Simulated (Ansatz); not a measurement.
## Nudged elastic band run: CH3NSi

input.yaml

```yaml
crystal:
  periodic: [false, false, false]
  atoms:
    - { symbol: "N", position_ang: [1.091672, 0.900907, -0.90692] }
    - { symbol: C, position_ang: [0.39007, 0.201589, -0.264882] }
    - { symbol: Si, position_ang: [-0.273313, -1.212817, 0.712539] }
    - { symbol: H, position_ang: [1.015684, 1.816464, -1.324727] }
    - { symbol: H, position_ang: [-1.529868, -1.336628, -0.091396] }
    - { symbol: H, position_ang: [-0.694245, -0.369525, 1.875387] }
basis:
  gaussian: { orbitals: def2-mTZVP }
hamiltonian:
  xc: cam_b3lyp
  dispersion: d4
neb:
  order_check: false
  images: 7
  f_tol: 0.05
  max_iterations: 60
  final_atoms:
    - { symbol: "N", position_ang: [0.65382851, 1.24481231, -0.88990937] }
    - { symbol: C, position_ang: [0.20962224, 0.3533966, -0.26265052] }
    - { symbol: Si, position_ang: [-0.21328451, -1.18273701, 0.67200468] }
    - { symbol: H, position_ang: [1.50400649, 1.4933558, -1.37319156] }
    - { symbol: H, position_ang: [-1.495017, -1.43819505, -0.05611657] }
    - { symbol: H, position_ang: [-0.65915573, -0.47064265, 1.90986433] }
  initial_path:
    images:
      - { positions_ang: [[1.091672, 0.900907, -0.90692], [0.39007, 0.201589, -0.264882], [-0.273313, -1.212817, 0.712539], [1.015684, 1.816464, -1.324727], [-1.529868, -1.336628, -0.091396], [-0.694245, -0.369525, 1.875387]] }
      - { positions_ang: [[1.04127444, 0.91310762, -0.99578443], [0.29669343, 0.26769461, -0.33315971], [-0.31157892, -1.11526816, 0.68117105], [1.14250763, 1.77334662, -1.21029086], [-1.49413905, -1.45246147, -0.0419884], [-0.67475753, -0.38642922, 1.90005335]] }
      - { positions_ang: [[0.99087688, 0.92530824, -1.08464885], [0.20331687, 0.33380022, -0.40143741], [-0.34984483, -1.01771931, 0.64980309], [1.26933126, 1.73022924, -1.09585472], [-1.45841011, -1.56829495, 0.00741919], [-0.65527006, -0.40333345, 1.9247197]] }
      - { positions_ang: [[0.94047931, 0.93750886, -1.17351328], [0.1099403, 0.39990584, -0.46971512], [-0.38811075, -0.92017047, 0.61843514], [1.39615489, 1.68711186, -0.98141858], [-1.42268116, -1.68412842, 0.05682679], [-0.63578259, -0.42023767, 1.94938605]] }
      - { positions_ang: [[0.89008175, 0.94970948, -1.2623777], [0.01656373, 0.46601145, -0.53799282], [-0.42637667, -0.82262162, 0.58706718], [1.52297852, 1.64399449, -0.86698243], [-1.38695221, -1.79996189, 0.10623438], [-0.61629512, -0.4371419, 1.97405239]] }
      - { positions_ang: [[0.83101844, 1.02348519, -1.16926062], [0.06482836, 0.43785773, -0.46915725], [-0.37310363, -0.91265047, 0.60830156], [1.51823551, 1.60633482, -0.99353471], [-1.41396841, -1.70952018, 0.06564665], [-0.62701027, -0.44551708, 1.95800538]] }
      - { positions_ang: [[0.77195513, 1.09726089, -1.07614354], [0.11309299, 0.40970402, -0.40032167], [-0.31983059, -1.00267932, 0.62953593], [1.5134925, 1.56867514, -1.120087], [-1.44098461, -1.61907847, 0.02505891], [-0.63772543, -0.45389227, 1.94195836]] }
      - { positions_ang: [[0.71289182, 1.1710366, -0.98302645], [0.16135761, 0.38155031, -0.33148609], [-0.26655755, -1.09270816, 0.65077031], [1.50874949, 1.53101547, -1.24663928], [-1.46800081, -1.52863676, -0.01552883], [-0.64844058, -0.46226746, 1.92591134]] }
      - { positions_ang: [[0.65382851, 1.24481231, -0.88990937], [0.20962224, 0.3533966, -0.26265052], [-0.21328451, -1.18273701, 0.67200468], [1.50400649, 1.4933558, -1.37319156], [-1.495017, -1.43819505, -0.05611657], [-0.65915573, -0.47064265, 1.90986433]] }
```

Run as:

```bash
$ ansatz run input.yaml --threads 1 --pin off --max-ram 2048MiB --backend cpu --events-out ev --progress --plain --runs-dir out
```

Output, in part (warnings, iteration lines, the closing report on the highest movable image, with atoms numbered from 0):

```
NEB end point (image 0): max|allowed force component| = 3.448e-3 eV/Å (the criterion of neb.relax_end_points is 1.000e-2)
NEB end point (image 8): max|allowed force component| = 6.633e-3 eV/Å (the criterion of neb.relax_end_points is 1.000e-2)
NEB iter   1: max|band force component| = 1.163e1 eV/Å  barrier→ = 1.5882 eV  barrier← = 1.5870 eV  Δτ_max = 0.1957 Å  (270 SCF iters)
NEB iter   2: max|band force component| = 2.187e0 eV/Å  barrier→ = 0.8695 eV  barrier← = 0.8683 eV  Δτ_max = 0.2000 Å  (241 SCF iters)
NEB iter   3: max|band force component| = 1.301e0 eV/Å  barrier→ = 0.3077 eV  barrier← = 0.3064 eV  Δτ_max = 0.2000 Å  (230 SCF iters)
NEB iter   4: max|band force component| = 1.900e0 eV/Å  barrier→ = 0.2665 eV  barrier← = 0.2653 eV  Δτ_max = 0.0996 Å  (240 SCF iters)
NEB iter   5: max|band force component| = 1.921e0 eV/Å  barrier→ = 0.2930 eV  barrier← = 0.2918 eV  Δτ_max = 0.0969 Å  (227 SCF iters)
NEB iter   6: max|band force component| = 1.190e0 eV/Å  barrier→ = 0.1752 eV  barrier← = 0.1740 eV  Δτ_max = 0.1026 Å  (211 SCF iters)
NEB iter   7: max|band force component| = 7.647e-1 eV/Å  barrier→ = 0.1043 eV  barrier← = 0.1030 eV  Δτ_max = 0.1012 Å  (213 SCF iters)
NEB iter   8: max|band force component| = 7.968e-1 eV/Å  barrier→ = 0.0826 eV  barrier← = 0.0814 eV  Δτ_max = 0.0935 Å  (216 SCF iters)
NEB iter   9: max|band force component| = 1.052e0 eV/Å  barrier→ = 0.0817 eV  barrier← = 0.0805 eV  Δτ_max = 0.0501 Å  (207 SCF iters)
NEB iter  10: max|band force component| = 6.417e-1 eV/Å  barrier→ = 0.0516 eV  barrier← = 0.0504 eV  Δτ_max = 0.0494 Å  (198 SCF iters)
NEB iter  11: max|band force component| = 3.145e-1 eV/Å  barrier→ = 0.0313 eV  barrier← = 0.0301 eV  CI = image 5  Δτ_max = 0.0499 Å  (191 SCF iters)
NEB iter  12: max|band force component| = 3.146e-1 eV/Å  barrier→ = 0.0235 eV  barrier← = 0.0223 eV  CI = image 5  Δτ_max = 0.0249 Å  (193 SCF iters)
NEB iter  13: max|band force component| = 2.847e-1 eV/Å  barrier→ = 0.0220 eV  barrier← = 0.0208 eV  CI = image 2  Δτ_max = 0.0250 Å  (192 SCF iters)
NEB iter  14: max|band force component| = 1.872e-1 eV/Å  barrier→ = 0.0219 eV  barrier← = 0.0207 eV  CI = image 2  Δτ_max = 0.0502 Å  (185 SCF iters)
NEB iter  15: max|band force component| = 4.024e0 eV/Å  barrier→ = 0.1815 eV  barrier← = 0.1803 eV  CI = image 7  Δτ_max = 0.0251 Å  (188 SCF iters)
NEB iter  16: max|band force component| = 1.766e0 eV/Å  barrier→ = 0.0425 eV  barrier← = 0.0412 eV  CI = image 7  Δτ_max = 0.0504 Å  (189 SCF iters)
NEB iter  17: max|band force component| = 2.939e-1 eV/Å  barrier→ = 0.0256 eV  barrier← = 0.0244 eV  CI = image 3  Δτ_max = 0.0988 Å  (195 SCF iters)
NEB iter  18: max|band force component| = 9.425e-1 eV/Å  barrier→ = 0.0586 eV  barrier← = 0.0574 eV  CI = image 6  Δτ_max = 0.0502 Å  (196 SCF iters)
NEB iter  19: max|band force component| = 7.560e-1 eV/Å  barrier→ = 0.0545 eV  barrier← = 0.0533 eV  CI = image 5  Δτ_max = 0.0250 Å  (196 SCF iters)
NEB iter  20: max|band force component| = 6.337e-1 eV/Å  barrier→ = 0.0376 eV  barrier← = 0.0364 eV  CI = image 5  Δτ_max = 0.0500 Å  (188 SCF iters)
NEB iter  21: max|band force component| = 3.562e-1 eV/Å  barrier→ = 0.0220 eV  barrier← = 0.0208 eV  CI = image 3  Δτ_max = 0.0497 Å  (189 SCF iters)
NEB iter  22: max|band force component| = 5.497e-1 eV/Å  barrier→ = 0.0226 eV  barrier← = 0.0213 eV  CI = image 5  Δτ_max = 0.0250 Å  (178 SCF iters)
NEB iter  23: max|band force component| = 3.848e-1 eV/Å  barrier→ = 0.0217 eV  barrier← = 0.0205 eV  CI = image 3  Δτ_max = 0.0204 Å  (190 SCF iters)
NEB iter  24: max|band force component| = 1.978e-1 eV/Å  barrier→ = 0.0217 eV  barrier← = 0.0205 eV  CI = image 3  Δτ_max = 0.0082 Å  (182 SCF iters)
NEB iter  25: max|band force component| = 3.719e-2 eV/Å  barrier→ = 0.0217 eV  barrier← = 0.0205 eV  CI = image 3  Δτ_max = 0.0000 Å  (343 SCF iters)
Total energy: -10450.59560174 eV, -384.0523046959 hartree
Atom 0 at     0.860642     1.044449    -0.860844 Å, force     0.011519    -0.005736    -0.002244 eV/Å
Atom 1 at     0.334156     0.219465    -0.240789 Å, force    -0.006375     0.002810     0.000786 eV/Å
Atom 2 at    -0.230157    -1.304244     0.742242 Å, force     0.001659    -0.000525     0.000334 eV/Å
Atom 3 at     1.257689     1.791184    -1.391595 Å, force    -0.005340     0.003430     0.001174 eV/Å
Atom 4 at    -1.489762    -1.354707    -0.085431 Å, force    -0.001277    -0.000380    -0.000362 eV/Å
Atom 5 at    -0.732569    -0.396157     1.836418 Å, force    -0.000186     0.000400     0.000312 eV/Å
Dipole moment:     0.366417     0.804007    -0.546411 e Å
```

The forces met the threshold. A vibrational analysis at the climbing image gives one clearly imaginary mode, 202i cm⁻¹: a first-order saddle point.

Final band:

| image | path coordinate (Å) | energy (kcal/mol) |
| --- | --- | --- |
| 0 | 0.00 | 0.0 |
| 1 | 0.13 | 0.2 |
| 2 | 0.27 | 0.4 |
| 3 | 0.40 | 0.5 |
| 4 | 0.52 | 0.5 |
| 5 | 0.63 | 0.4 |
| 6 | 0.75 | 0.2 |
| 7 | 0.86 | 0.1 |
| 8 | 0.98 | 0.0 |

The run took 5.3 min on 1 thread of Arm Neoverse V2 (shared host), peak memory 0.15 GiB.
